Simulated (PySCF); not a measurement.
**The bond of O₂, level by level**

One table from this session's results is given with a row withheld; the runs are named, their logs left out.

Method: O def2-SVP, no relativity; program: PySCF 2.14.0.

Set-up of the first run:

Settings of the job:

```
atoms                         : O, O
charge                        : 0
basis                         : O def2-SVP
Hamiltonian                   : no relativity
basis functions               : 28
electrons treated             : 16
masses in u                   : 15.9949, 15.9949
levels                        : PBE0, PBE, r²SCAN, LDA, B3LYP, BP86, HF, MP2, SCS-MP2, CCSD, CCSD(T)
grid                          : 80 radial by 434 angular points
occupations                   : held fixed by the projection of orbital angular momentum
dissociation limit            : O + O, each in its ground configuration
starting distance in angstrom : 1.200
values of 2S to try           : 0, 2, 4
```

Launch:

```console
$ OMP_NUM_THREADS=1 python dia.py task.json out
```

Among the steps run: The job; The PBE0 curve of the state that the search chose; Other states along the same grid; PBE (GGA); r²SCAN (meta-GGA); LDA; B3LYP (global hybrid GGA); BP86; UHF; Adding correlation.

One table of the session follows, with a row left open; its other results are not shown here.

Energy (eV) from each level's lowest point:

| R (Å) | UHF | UHF-MP2 | UHF-SCS-MP2 | UHF-CCSD | UHF-CCSD(T) |
| --- | --- | --- | --- | --- | --- |
| 1.024 | 1.419 | 2.283 | 2.130 | n/a | n/a |
| 1.072 | 0.500 | 1.128 | 1.005 | 0.959 | 1.026 |
| 1.119 | 0.077 | 0.449 | 0.360 | 0.325 | 0.369 |
| 1.155 | 0.000 | 0.167 | 0.106 | 0.086 | 0.109 |
| 1.191 | 0.080 | 0.029 | 0.000 | 0.000 | 0.000 |
| 1.227 | 0.279 | 0.000 | 0.004 | 0.031 | 0.006 |
| 1.274 | 0.685 | 0.080 | 0.133 | 0.206 | 0.144 |
| 1.334 | ? | ? | ? | ? | ? |
| 1.405 | 2.266 | 0.654 | 0.864 | 1.140 | 0.959 |
| 1.501 | 3.595 | 1.151 | 1.497 | n/a | n/a |

**Question.** Estimate the row for R (Å) = 1.334.

Worked estimate for «UHF». A straight line through the neighbours (1.274, 0.685) and (1.405, 2.266) gives 0.685 + (2.266 − 0.685) × (1.334 − 1.274) / (1.405 − 1.274) = 1.409; a parabola fitted to 4 rows on both sides gives 1.371.

As computed: UHF: 1.343; UHF-MP2: 0.301; UHF-SCS-MP2: 0.421; UHF-CCSD: 0.571; UHF-CCSD(T): 0.459. In «UHF» the line misses by +0.066 and the parabola by +0.028.

To keep in mind: Lowest PBE0 solution found, without spin–orbit coupling: ³Σg⁻ (triplet), unpaired electrons π ↑↑. Warnings in the runs' records: inverted.
